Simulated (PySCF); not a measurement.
Parent: `[CH:1]#[C:2][CH:3]=[C:4]=[CH2:5]`, C5H4.

Method: PBE0-D3(BJ)/def2-SVP geometry optimisation, gas phase in PySCF 2.14.0. One conformer each, not checked by frequencies here.

| coordinate of the parent | value |
| --- | --- |
| C1≡C2 | 1.213 Å |
| C2–C3 | 1.424 Å |
| C3=C4 | 1.319 Å |
| C4=C5 | 1.304 Å |
| C1–C2–C3 | 178.4° |
| C2–C3–C4 | 124.2° |
| C3–C4–C5 | 179.5° |

Task: In one relative the bonds that all share with the parent change as follows (parent's numbers): C2–C3 +0.038, C3–C4 -0.002, C4–C5 +0.001 Å. Which is it?
A. `[CH2:1]=[C:2]=[CH:3][CH:4]=[O:5]` with C2–C3–C4–O5 0°
B. `[CH2:1]=[C:2]=[CH:3]/[CH:4]=[N:5]/[CH3:6]` with C2–C3–C4–N5 180°

Result: B. The changes in all of them (Å):

```tsv
SMILES	C2–C3	C3–C4	C4–C5
C=C=C/C=N/C	+0.038	-0.002	+0.001
C=C=CC=O	+0.059	-0.001	-0.002
```

Atoms are paired thus: C=C=C/C=N/C: C2 = C4, C3 = C3, C4 = C2, C5 = C1; C=C=CC=O: C2 = C4, C3 = C3, C4 = C2, C5 = C1.
